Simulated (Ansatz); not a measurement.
**Relaxing iodine (solid I2 (Cmce))**

Theory: Ansatz, DFT, BLYP, plane waves (420 eV) with PAW, scalar-relativistic. The PAW files were generated under PBE, with cores re-solved for the functional.

k-point mesh 5×5×2, Fermi-Dirac smearing 0.05 eV, no spin polarisation. Cell and atoms relax.

Starting structure:

```
CELL_PARAMETERS angstrom
3.57945 -2.34575 0.00000
3.57945 2.34575 0.00000
0.00000 0.00000 9.80140
ATOMIC_POSITIONS crystal
I 0.84600 0.15400 0.11742
I 0.65400 0.34600 0.61742
I 0.15400 0.84600 0.88258
I 0.34600 0.65400 0.38258
```

Problem. The pressure at the start is 3.9 GPa. By how much does the volume change?

Solution. From 41.15 to 80.89 Å³ per atom, 96.6 %. The final cell has a = 12.962 Å, b = 4.988 Å, c = 10.009 Å.

Problem. How much energy does the relaxation gain?

Solution. 155.1 meV per atom.

Path of the relaxation (the plane waves are chosen anew near the end, which can shift the energy a little):

```json
{"step": "0", "E − E(final) (meV/atom)": "155.09", "V (Å³/atom)": "41.149", "P (GPa)": "3.89", "max force (eV/Å)": "0.656"}
{"step": "1", "E − E(final) (meV/atom)": "80.91", "V (Å³/atom)": "45.971", "P (GPa)": "0.90", "max force (eV/Å)": "0.044"}
{"step": "2", "E − E(final) (meV/atom)": "57.90", "V (Å³/atom)": "48.817", "P (GPa)": "0.49", "max force (eV/Å)": "0.032"}
{"step": "3", "E − E(final) (meV/atom)": "45.95", "V (Å³/atom)": "51.292", "P (GPa)": "0.13", "max force (eV/Å)": "0.031"}
{"step": "4", "E − E(final) (meV/atom)": "44.06", "V (Å³/atom)": "53.005", "P (GPa)": "-0.08", "max force (eV/Å)": "0.003"}
{"step": "5", "E − E(final) (meV/atom)": "43.74", "V (Å³/atom)": "52.529", "P (GPa)": "0.01", "max force (eV/Å)": "0.002"}
{"step": "6", "E − E(final) (meV/atom)": "43.73", "V (Å³/atom)": "52.601", "P (GPa)": "0.00", "max force (eV/Å)": "0.001"}
{"step": "7", "E − E(final) (meV/atom)": "35.85", "V (Å³/atom)": "52.601", "P (GPa)": "0.28", "max force (eV/Å)": "0.001"}
{"step": "8", "E − E(final) (meV/atom)": "30.92", "V (Å³/atom)": "53.833", "P (GPa)": "0.24", "max force (eV/Å)": "0.002"}
{"step": "9", "E − E(final) (meV/atom)": "24.44", "V (Å³/atom)": "56.103", "P (GPa)": "0.15", "max force (eV/Å)": "0.012"}
{"step": "10", "E − E(final) (meV/atom)": "20.06", "V (Å³/atom)": "58.342", "P (GPa)": "0.12", "max force (eV/Å)": "0.020"}
{"step": "11", "E − E(final) (meV/atom)": "18.48", "V (Å³/atom)": "60.618", "P (GPa)": "-0.01", "max force (eV/Å)": "0.004"}
{"step": "12", "E − E(final) (meV/atom)": "18.44", "V (Å³/atom)": "60.455", "P (GPa)": "-0.01", "max force (eV/Å)": "0.003"}
{"step": "13", "E − E(final) (meV/atom)": "15.34", "V (Å³/atom)": "60.455", "P (GPa)": "0.08", "max force (eV/Å)": "0.003"}
{"step": "14", "E − E(final) (meV/atom)": "14.74", "V (Å³/atom)": "60.175", "P (GPa)": "0.22", "max force (eV/Å)": "0.005"}
{"step": "15", "E − E(final) (meV/atom)": "11.80", "V (Å³/atom)": "62.607", "P (GPa)": "0.10", "max force (eV/Å)": "0.018"}
{"step": "16", "E − E(final) (meV/atom)": "9.82", "V (Å³/atom)": "64.700", "P (GPa)": "0.05", "max force (eV/Å)": "0.013"}
{"step": "17", "E − E(final) (meV/atom)": "8.34", "V (Å³/atom)": "67.002", "P (GPa)": "0.04", "max force (eV/Å)": "0.003"}
{"step": "18", "E − E(final) (meV/atom)": "8.43", "V (Å³/atom)": "69.128", "P (GPa)": "-0.03", "max force (eV/Å)": "0.004"}
{"step": "19", "E − E(final) (meV/atom)": "8.11", "V (Å³/atom)": "68.326", "P (GPa)": "0.01", "max force (eV/Å)": "0.002"}
{"step": "20", "E − E(final) (meV/atom)": "8.08", "V (Å³/atom)": "68.280", "P (GPa)": "0.00", "max force (eV/Å)": "0.002"}
{"step": "21", "E − E(final) (meV/atom)": "6.27", "V (Å³/atom)": "68.280", "P (GPa)": "0.05", "max force (eV/Å)": "0.002"}
{"step": "22", "E − E(final) (meV/atom)": "5.15", "V (Å³/atom)": "70.047", "P (GPa)": "0.04", "max force (eV/Å)": "0.000"}
{"step": "23", "E − E(final) (meV/atom)": "3.93", "V (Å³/atom)": "72.303", "P (GPa)": "0.03", "max force (eV/Å)": "0.001"}
{"step": "24", "E − E(final) (meV/atom)": "3.04", "V (Å³/atom)": "74.512", "P (GPa)": "0.02", "max force (eV/Å)": "0.002"}
```

This functional, with no dispersion term, lets the cell expand far past the measured one.
